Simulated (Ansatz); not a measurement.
# Aluminium, fcc: B3LYP at the BLYP geometry

Aim: see what exact exchange does to the levels, and what it costs. Spin polarisation is left out. The geometry was relaxed under BLYP beforehand and is kept. Exact exchange is dear, so the k-mesh is coarse, and BLYP is run on the same mesh for comparison.

Computed with Ansatz 0.2.0 (DFT, plane waves (420 eV) with PBE-made PAW files, scalar-relativistic; functionals as named at each step, unless a step says otherwise).

## (1) Starting point

It takes space group Fm-3m (No. 225, cubic). The conventional cell has a = 4.111 Å, b = 4.111 Å, c = 4.111 Å, α = 90.00°, β = 90.00°, γ = 90.00°. Around Al (site symmetry m-3m) lie 12 Al at 2.91 Å.

As a file:

```cif
data_structure
_symmetry_space_group_name_H-M 'Fm-3m'
_symmetry_Int_Tables_number 225
_cell_length_a 4.1113
_cell_length_b 4.1113
_cell_length_c 4.1113
_cell_angle_alpha 90.000
_cell_angle_beta 90.000
_cell_angle_gamma 90.000
_cell_volume 69.49
loop_
_atom_site_label
_atom_site_type_symbol
_atom_site_symmetry_multiplicity
_atom_site_Wyckoff_symbol
_atom_site_fract_x
_atom_site_fract_y
_atom_site_fract_z
_atom_site_occupancy
Al1 Al 4 a 0.00000 0.00000 0.00000 1
```

## (2) BLYP on the coarse mesh

The run with BLYP.

Contents of input.yaml:

```yaml
crystal:
  lattice:
    - [0.0, 2.0556305681, 2.0556305681]
    - [2.0556305681, 0.0, 2.0556305681]
    - [2.0556305681, 2.0556305681, 0.0]
  atoms:
    - { symbol: Al, position: [0.0, 0.0, 0.0] }
hamiltonian:
  xc: blyp
  pseudopotentials:
    kind: paw
    azcp:
      Al: "pseudopotentials/Al.paw.azcp"
basis:
  ecutwfc: 420
  fft_grid_basis: typed
kpoints:
  mp_grid: { grid: [7, 7, 7], shift: [0, 0, 0] }
magnetization:
  spin_polarized: false
scf:
  occupations: { method: fermi_dirac, width: 0.1 }
```

## (3) B3LYP on the coarse mesh

The run with B3LYP.

Changes to input.yaml since step 2:

```diff
@@ -8,3 +8,3 @@
 hamiltonian:
-  xc: blyp
+  xc: b3lyp
   pseudopotentials:
```

(Steps that only read results are left out.)

**Question.** What will these runs give? Wanted: BLYP: gap; B3LYP: gap.

The runs gave:

| quantity | value |
| --- | --- |
| BLYP: gap | none (levels filled in part) |
| B3LYP: gap | none (levels filled in part) |
| B3LYP: SCF cycles, exchange loops | 11, 2 |
| B3LYP: CPU time over that of BLYP | 16 |

What this shows: Neither BLYP nor B3LYP shows a clean gap on this mesh. The hybrid took 16 times as much CPU time as BLYP on the same settings. B3LYP needed 2 outer loops of the exchange operator. The cell taken over is 5 % larger than the measured one (16.60 Å³/atom, COD). The total energies in the logs cannot be compared from one functional to another.
